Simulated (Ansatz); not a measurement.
## Relaxing Sb3Os

All numbers below come from Ansatz 0.2.0, DFT PBE, scalar-relativistic, plane waves, PAW. Cutoff 420 eV, Γ-centred k mesh, Gaussian smearing, no spin polarisation in the final step.

The start puts Sb3Os on the Cu3Au (L1_2) structure type (Pm-3m, No. 221), with Os in place of Au, Sb in place of Cu, at a guessed volume.

```yaml
crystal:
  lattice:
    - [4.55835, 0.00000, 0.00000]
    - [0.00000, 4.55835, 0.00000]
    - [0.00000, 0.00000, 4.55835]
  atoms:
    - { symbol: Sb, position: [0.00000, 0.50000, 0.50000] }
    - { symbol: Sb, position: [0.50000, 0.00000, 0.50000] }
    - { symbol: Sb, position: [0.50000, 0.50000, 0.00000] }
    - { symbol: Os, position: [0.00000, 0.00000, 0.00000] }
```

Steps on the 4×4×4 mesh (4 atoms). 5 of 5 steps are shown, and the free energy counts from the last. Trial steps that were taken back and renewals of the plane-wave basis can be among the rows.

| step | ΔF (meV/atom) | V (Å³/atom) | P (GPa) |
| --- | --- | --- | --- |
| 1 | 19.6 | 23.68 | -4.75 |
| 2 | 29.9 | 21.02 | 7.46 |
| 3 | 0.0 | 22.57 | -0.63 |
| 4 | -0.4 | 22.43 | -0.02 |
| 5 | 0.0 | 22.43 | -0.01 |

A final relaxation ran on a 10×10×10 mesh. The relaxed crystal, Pm-3m (No. 221):

```
Sb Os
1.0
     4.47936    0.00000    0.00000
     0.00000    4.47936    0.00000
     0.00000    0.00000    4.47936
Sb Os
3 1
Direct
  0.00000 0.50000 0.50000
  0.50000 0.00000 0.50000
  0.50000 0.50000 0.00000
  0.00000 0.00000 0.00000
```

| Item | Value |
| --- | --- |
| Volume per atom | 22.47 Å³ |
| Density | 10.26 g/cm³ |
| Energy over the elements | 0.88 eV/atom |
| Gap on the 10×10×10 mesh | 0 eV (a metal) |

Energies over the elements count from the elements' standard structures at the same level, with no empirical corrections.

The final run used a 10×10×10 mesh on its 4-atom cell and 0.10 eV smearing. The k mesh leaves about 4 meV/atom of noise in metals. Spin–orbit coupling is left out.

Symmetry constrained the relaxation, so the result can be a saddle point.

Cost: 3 runs of about 0.75 core-minutes in all, on Arm Neoverse V2 (shared hosts).